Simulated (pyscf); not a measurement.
ZnH₂ + H₂S → HS–ZnH + hydrogen (H₂) (four-centre exchange; singlet surface; H–Zn, H–S broken, S–Zn, H–H formed). PySCF, gas phase, ωB97X-D3(BJ)/def2-SVP geometries. Energies in kJ/mol from the separated reactants.

```
level                   barrier  reaction energy
----------------------  -------  ---------------
ωB97X-D3(BJ)/def2-TZVP      ___            -89.4
PBE/def2-TZVP              41.4            -81.4
r²SCAN/def2-TZVP           40.5            -86.5
B3LYP-D3(BJ)/def2-TZVP     61.3            -80.6
M06-2X/def2-TZVP            ___              ___
ωB97M-D3(BJ)/def2-TZVP     70.7            -75.9
```

### Question
Fill in the missing entries.

### Answer

- ωB97X-D3(BJ)/def2-TZVP, barrier: 58.7
- M06-2X/def2-TZVP, barrier: 51.7
- M06-2X/def2-TZVP, reaction energy: -95.6

The functionals in the table span 30.2 kJ/mol in this barrier, from r²SCAN to ωB97M-D3(BJ)/def2-TZVP. On the reactant side the descent ends in a complex, 28.7 kJ/mol under the separated species and 87.4 kJ/mol under the saddle at ωB97X-D3(BJ)/def2-TZVP. This is the saddle that the search found; another between the same sides may lie lower. Elements up to Kr have no core potential and no relativistic terms here.
